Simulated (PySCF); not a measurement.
Compound: C3H2FNO.
SMILES: `Fc1cnco1`

The calculation used EOM-IP-CCSD/aug-cc-pVDZ in PySCF, restricted Hartree–Fock reference, frozen core, non-relativistic, gas phase, PBE0-D3(BJ)/def2-SVP geometry.

Hartree–Fock orbital energies give these Koopmans values (eV): HOMO 9.59, HOMO-1 12.96, HOMO-2 13.01, HOMO-3 16.46, HOMO-4 16.65, HOMO-5 18.17, HOMO-6 19.05, HOMO-7 19.73.

What vertical ionisation energies does EOM-IP-CCSD give?

| leading hole (HF orbital) | Koopmans (eV) | EOM-IP-CCSD (eV) | change (eV) | one-hole share |
| --- | --- | --- | --- | --- |
| HOMO | 9.59 | 9.64 | +0.05 | 0.96 |
| HOMO-2 | 13.01 | 11.12 | -1.89 | 0.94 |
| HOMO-1 | 12.96 | 12.06 | -0.90 | 0.94 |
| HOMO-3 | 16.46 | 14.52 | -1.94 | 0.95 |
| HOMO-4 | 16.65 | 15.27 | -1.38 | 0.95 |
| HOMO-5 | 18.17 | 15.84 | -2.33 | 0.91 |
| HOMO-6 | 19.05 | 16.55 | -2.50 | 0.94 |
| HOMO-7 | 19.73 | 17.72 | -2.01 | 0.94 |

Does the order of the lines follow the orbital energies?

No: the HOMO-2 hole (11.12 eV) falls below the HOMO-1 hole (12.06 eV). The corrections run from -2.50 to +0.05 eV, with a mean of -1.61 eV over the 8 lines; EOM-IP-CCSD lies above the Koopmans value for HOMO.

At what kinetic energies would He I light (21.22 eV) eject these electrons?

11.58 eV (HOMO), 10.10 eV (HOMO-2), 9.16 eV (HOMO-1), 6.70 eV (HOMO-3), 5.95 eV (HOMO-4), 5.38 eV (HOMO-5), 4.67 eV (HOMO-6), 3.50 eV (HOMO-7).

One root was sought for each valence orbital with −ε under 21 eV, eight at most, so deeper holes and satellites are missing; no vibrational structure.
